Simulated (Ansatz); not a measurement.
Energy needed to pull apart BSi2H5 (SMILES [SiH2]=B[SiH3]), singlet, into free ground-state atoms, from the structure below (at a frame of a short PBE0-D4/def2-SVP trajectory); no zero-point or spin–orbit terms; open-shell atoms are treated unrestricted, in their ground-state multiplicity.

```tsv
atom	x (Å)	y (Å)	z (Å)
Si1	-0.8819	1.3894	-1.3689
B2	-0.0349	0.1831	-0.2158
Si3	0.6251	-1.1550	1.0038
H4	-2.1777	1.3413	-0.8412
H5	-0.1804	2.7284	-1.6082
H6	0.7697	-2.6458	0.6947
H7	0.1801	-0.8403	2.3103
H8	2.0045	-0.6152	0.8886
```

Ansatz 0.2.0; basis: def2-TZVPP; cores frozen in the correlated methods.

```tsv
method	atomization energy (kcal/mol)
PBE-D4	519.4
r2SCAN-D4	522.6
PBE0-D4	514.3
wB97M-V	?
HF	?
MP2	497.8
CCSD	496.4
CCSD(T)	504.2
```

(1) What does wB97M-V give? (Judge from chemistry; the value comes from the calculation.)

(2) What does HF give? (An estimate is asked for; the value comes from the calculation.)

T1 diagnostic: at most 0.020. The restricted Hartree–Fock reference is unstable towards an unrestricted one here.

Answers

(1) Computed: 517.0 kcal/mol, which is about 12.8 kcal/mol more than CCSD(T)/def2-TZVPP.

(2) Computed: 380.9 kcal/mol, which is about 123.4 kcal/mol less than CCSD(T)/def2-TZVPP.

In triple zeta the MP2 and coupled-cluster atomization energies are still short of their basis limit by a few kcal/mol a bond, whereas those of the functionals are nearly converged, so these differences are not deviations from converged CCSD(T).

For scale, one of the runs: CCSD(T)/def2-TZVPP forces, 185 basis functions, launched by `ansatz run in.yaml --threads 2 --pin off --events-out ev --progress --plain --max-ram 3481MiB`. Hardware: 2 CPU threads of an Intel Xeon Platinum 8488C, shared host. Wall time 3.4 min; peak host memory 1.8 GiB.
